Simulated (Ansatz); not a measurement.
**Lattice constant a of some elemental metals**

Method: r²SCAN (PAW; Ansatz, a first-principles code). References are measured values corrected to a static lattice or taken at low temperature (these still hold zero-point motion). The table is a random draw of 10 from 25 solids with such references.

Values in Å.

```
solid   reference  r²SCAN  error (%)
------  ---------  ------  ---------
bcc Fe      2.853   2.866      +0.46
fcc Ca      5.553   5.568      +0.27
bcc Na      4.214   4.223      +0.21
bcc Cs      6.039   6.273      +3.87
fcc Pb      4.902   4.994      +1.88
fcc Ir      3.831   3.844      +0.34
bcc V       3.021   2.982      -1.29
fcc Pt      3.913   3.940      +0.69
fcc Au      4.062   4.125      +1.55
fcc Sr      6.045   6.101      +0.93
```

Over these 10 solids the mean error is +0.89 %, the mean absolute error 1.15 % (median 0.81 %), and the worst case bcc Cs at +3.87 %; the value is too high in 9 of 10 cases. Over all 25 the mean error is +0.84 % and the mean absolute error 1.10 % (median 0.81 %).

All these references are brought to a static lattice.

Spin–orbit coupling is left out, also for the solids with elements from indium on (bcc Cs, fcc Pb, fcc Ir, fcc Pt, fcc Au); its size isn't shown.

Differences are worked out from the printed values.

Ansatz's density-functional and Hartree–Fock values are scalar-relativistic unless marked +SOC, with PAW data made under PBE.

Ansatz's runs of these crystals have no spin polarisation, but for bcc Fe. A magnetic state wasn't tried for bcc V, fcc Pt with meta-GGA or hybrid levels, which favour moments.

Density-functional runs with spin start from parallel moments for bcc Fe.

Not in this set, of the elemental metals with a reference value in our tables and a result at some level: 19 for a reference at room or unstated temperature (hcp Be, hcp Cd, hcp Co, hcp Hf, body-centred tetragonal In and 14 more). These can be a level's worst cases. Values held back for tests aren't counted. Layered and molecular crystals are counted apart. The metals Ce to Yb are counted apart.

References as tabulated in Mejia-Rodriguez and Trickey (2018), arXiv:1807.09216; Csonka et al. (2009), arXiv:0903.4037.
